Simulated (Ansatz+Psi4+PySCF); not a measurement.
## doublet CS(+): levels of theory in one basis

```yaml
atoms:
  - { symbol: C, position_ang: [0.0000, 0.0000, -1.3481] }
  - { symbol: S, position_ang: [0.0000, 0.0000, 0.5055] }
```

Basis set: cc-pVTZ on C; cc-pV(T+d)Z on S (spherical functions). Left uncorrelated: 6 orbitals. Correlation on ROHF uses semicanonical orbitals with singles. Charge 1, multiplicity 2.

Computed with Ansatz (development build ahead of 0.2.0); each method stands on the lowest determinant of its kind that the runs found.

| method | E − E(ROHF) (eV) | <S²> of the determinant |
| --- | --- | --- |
| ROHF | 0.00 | 0.75 |
| UHF | -0.78 | 2.30 |
| ROHF-MP2 | -6.90 | – |
| UHF-MP2 | -6.00 | 2.30 |
| UHF-CCSD | -7.67 | 2.30 |
| ROHF-CCSD(T) | -8.49 | – |
| UHF-CCSD(T) | -8.26 | 2.30 |
| UHF-CCSDT | -8.47 | 2.30 |

What does ROHF-CCSD give on the same scale?

-7.91 eV.

Caution for ROHF, ROHF-MP2, ROHF-CCSD, ROHF-CCSD(T): an unrestricted determinant lies well below. Caution for UHF, UHF-MP2, UHF-CCSD, UHF-CCSD(T), UHF-CCSDT: the unrestricted determinant is a mixture of spin states; the determinant may break the point group. Caution for ROHF-MP2, UHF-MP2, ROHF-CCSD, UHF-CCSD, ROHF-CCSD(T), UHF-CCSD(T), UHF-CCSDT: large amplitudes, a single reference is doubtful. Caution for ROHF-MP2, ROHF-CCSD, ROHF-CCSD(T): a plain start can end on a higher determinant. Caution for ROHF-MP2, UHF-MP2, UHF-CCSD(T), UHF-CCSDT: another reference gives a lower total.
